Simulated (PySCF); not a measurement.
Atom-mapped SMILES (the numbers label the heavy atoms): `[CH:1]#[C:2][CH:3]([CH3:4])[CH3:5]`. Hydrogens are named by the atom that carries them.

GIAO shifts from PySCF 2.14.0 with density-fitted response routines on PBE0-D3(BJ)/def2-SVP geometries (one conformer, non-relativistic, equivalent nuclei averaged), against TMS at the same level and in the same medium; PCM means IEF-PCM chloroform.

Measured (solution, not stated per compound (mostly CDCl3 or CCl4); Pretsch, Buehlmann, Badertscher, Structure Determination of Organic Compounds, 4th ed. (2009)): C3 20.3, C4/C5 22.8, C2 89.2, C1 67.6 ppm.

**Question.** Which unscaled values do PBE0/pcSseg-1, gas; PBE0/pcSseg-1, PCM; WP04/pcSseg-1, PCM; wB97X-D/pcSseg-1, PCM give, and how close are they?

**Answer.** 
```csv
atoms,measured,"PBE0/pcSseg-1, gas","PBE0/pcSseg-1, PCM","WP04/pcSseg-1, PCM","wB97X-D/pcSseg-1, PCM"
C3,20.3,22.5,22.8,26.4,21.9
C4/C5,22.8,24.6,24.8,25.4,25.1
C2,89.2,92.7,95.5,87.0,95.6
C1,67.6,74.0,74.4,67.1,75.3
```

Mean absolute error for ¹³C: PBE0/pcSseg-1, gas 3.5, PBE0/pcSseg-1, PCM 4.4, WP04/pcSseg-1, PCM 2.8, wB97X-D/pcSseg-1, PCM 4.5 ppm.
